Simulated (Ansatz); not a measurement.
**Relative stability**

Two relaxed structures of H2SO, singlet (PBE0-D4/def2-TZVP; forces vanish, vibrations not checked).

A:

| atom | x (Å) | y (Å) | z (Å) |
| --- | --- | --- | --- |
| O1 | -0.1780 | -0.9474 | -0.3847 |
| S2 | -0.0595 | 0.9257 | -0.5810 |
| H3 | -0.5764 | -1.0743 | 0.4861 |
| H4 | 0.7401 | -1.2435 | -0.3341 |

B:

```
4
angstrom
O -0.0702 -0.8725 -0.2137
S -0.0652 0.7459 -0.5671
H -0.7383 -1.0187 0.4639
H 0.8738 1.1453 0.3169
```

Computed with Ansatz 0.2.0 (basis: def2-TZVPP); correlated methods freeze the cores. B3LYP uses VWN-RPA correlation.

(1) Which structure is lower at CCSD(T), and by how much? (Judge from chemistry; the value comes from the calculation.)

T1 diagnostic: at most 0.013. The restricted Hartree–Fock reference is unstable towards an unrestricted one at one or more of these structures.

Answers

(1) The calculation gives: B, by 151.6 kJ/mol (electronic energy, against the other). By their contacts, A is H₂SO ([OH2][S]) and B is H₂SO ([OH][SH]).

All methods give the same order:

| method | E(B) − E(A) (kJ/mol) |
| --- | --- |
| PBE-D4 | -163.9 |
| r2SCAN-D4 | -168.9 |
| PBE0-D4 | -162.4 |
| B3LYP-D4 | -156.1 |
| wB97M-V | -151.8 |
| HF | -141.0 |
| MP2 | -160.2 |
| CCSD | -149.8 |
| CCSD(T) | -151.6 |

Labels in which every atom is bracketed show which atoms are joined, not bond orders.

For scale, one of the runs: CCSD(T)/def2-TZVPP, 101 basis functions, launched by `ansatz run in.yaml --threads 2 --pin off --events-out ev --progress --plain --max-ram 4352MiB`. The run took about 2.8 s on 2 CPU threads of an Arm Neoverse V1 (shared host).
